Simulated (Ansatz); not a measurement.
Ideal-gas functions of `O/C=C(/S)Cl` at 600 K and 1 bar, from an Ansatz frequency run at PBE0-D4/def2-TZVP.

Molar mass 110.56 g/mol, point group C1 (symmetry number 1), electronic degeneracy 1, moments of inertia 122.261, 205.911, 325.012 u Å². Harmonic wavenumbers (cm⁻¹, unscaled): 195, 224, 263, 327, 438, 481, 588, 624, 916, 965, 977, 1197, 1286, 1378, 1702, 2654, 3232, 3729.

Use S(trans) = R[1.5 ln M + 2.5 ln T − 1.1517]; rotational temperatures θ = 24.2544 K / I; S(rot) = R[ln(√π/σ · √(T³/θAθBθC)) + 1.5]; for each mode x = 1.438777 ν̃/T, S = R[x/(eˣ − 1) − ln(1 − e⁻ˣ)] and H = RT x/(eˣ − 1); 1 cm⁻¹ = 0.0119627 kJ/mol; R = 8.31446 J/(mol·K).

By hand: the entropy, in J/(mol·K).

Translation 182.1. Rotation: θ = 0.1984, 0.1178, 0.0746 K, giving 123.4. Vibration, mode by mode: 14.71, 13.58, 12.28, 10.55, 8.28, 7.57, 6.11, 5.70, 3.26, 2.98, 2.91, 1.92, 1.62, 1.36, 0.72, 0.11, 0.03, 0.01, in all 93.7. Electronic 0.0. Sum 399.2 J/(mol·K).

By hand: H − E and G − E in kJ/mol, counted from the electronic energy.

Zero-point energy ½ × 21176 × 0.0119627 = 126.7; thermal vibration 31.0; translation, rotation and pV give 4 RT = 20.0. H − E = 177.7 kJ/mol, and G − E = 177.7 − 600 × 399.2/1000 = -61.8 kJ/mol.

Vibration gives 23 % of the entropy. The sum counts one conformer and one mirror image; others add a mixing term.
